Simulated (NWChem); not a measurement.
hydrogen cyanide (CHN)

SMILES: C#N
```xyz
3

C      0.0000     0.0000    -0.5060
N      0.0000     0.0000     0.6613
H      0.0000     0.0000    -1.5931
```
Charge 0, spin multiplicity 1.

The numbers come from NWChem runs, not from measurements. The geometry was optimised at PBE/def2-SVP, a minimum by its harmonic frequencies.

Symmetry labels belong to the abelian group C2v used in the runs, with the axes of the coordinates shown; states degenerate in a higher group split over its labels.

Problem. List the lowest 3 singlet excitations that CIS/def2-SVPD gives, with oscillator strengths.

Solution. 
```csv
state,symmetry,energy (eV),wavelength (nm),f
1,a2,6.99,177,0.000
2,a2,7.45,166,0.000
3,a1,7.45,166,0.000
```
